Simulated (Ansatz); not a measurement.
Barrier from H (doublet) + N2 (molecular nitrogen, SMILES N#N) to the saddle point below; all geometries are those of the NHTBH38 set.
```xyz
3

N     -0.6429    -0.0846     0.0000
N      0.4799    -0.0846     0.0000
H      1.1414     1.1839     0.0000
```
Charge 0, spin multiplicity 2.

Total energies in hartree (Ansatz, a first-principles code). Radicals and triplets start from unrestricted determinants; spin-orbit coupling is neglected. Correlated methods leave the cores frozen. No relativity. For partners of very few electrons the exact lower level stands in for a higher one. The UHF reference of HN2 (saddle point or complex, doublet) is spin-contaminated (<S^2> up to 0.15 over the pure value in the sets run).

| species | HF/aug-cc-pVTZ | CCSD(T)/aug-cc-pVTZ | HF/aug-cc-pVQZ | CCSD(T)/aug-cc-pVQZ | CCSD(T)/aug-cc-pVDZ | CCSDT(Q)/aug-cc-pVDZ |
|---|---|---|---|---|---|---|
| 1: H (doublet) | -0.49982 | -0.49982 | -0.49995 | -0.49995 | -0.49933 | -0.49933 |
| 2: N2 (SMILES N#N) | -108.98481 | -109.38072 | -108.99167 | -109.40721 | -109.29380 | -109.29570 |
| 3: HN2 (complex or saddle point, doublet) | -109.44833 | -109.85727 | -109.45518 | -109.88395 | -109.76948 | -109.77199 |

Problem. Work out the barrier height (electronic, no zero-point energy) in kJ/mol: take Hartree-Fock from aug-cc-pVQZ, extrapolate the CCSD(T) correlation energy as X^-3 (X = 3, 4), and add CCSDT(Q) - CCSD(T) in aug-cc-pVDZ. 1 hartree = 2625.5 kJ/mol.

Solution. 
Species 1: correlation (64·(0.00000) - 27·(0.00000))/37 = 0.00000; step +0.00000; E1 = -0.49995 + (0.00000) + (+0.00000) = -0.49995
Species 2: correlation (64·(-0.41554) - 27·(-0.39591))/37 = -0.42986; step -0.00190; E2 = -108.99167 + (-0.42986) + (-0.00190) = -109.42343
Species 3: correlation (64·(-0.42877) - 27·(-0.40894))/37 = -0.44324; step -0.00251; E3 = -109.45518 + (-0.44324) + (-0.00251) = -109.90093
-1·E1 -1·E2 +1·E3 = 0.02245 hartree = 58.9 kJ/mol. Published benchmark value: 14.7 kcal/mol (Zhao et al., NHTBH38), a best estimate, not a measurement. The composite differs from it by -2.5 kJ/mol; core, relativistic and spin-orbit terms are not in it.
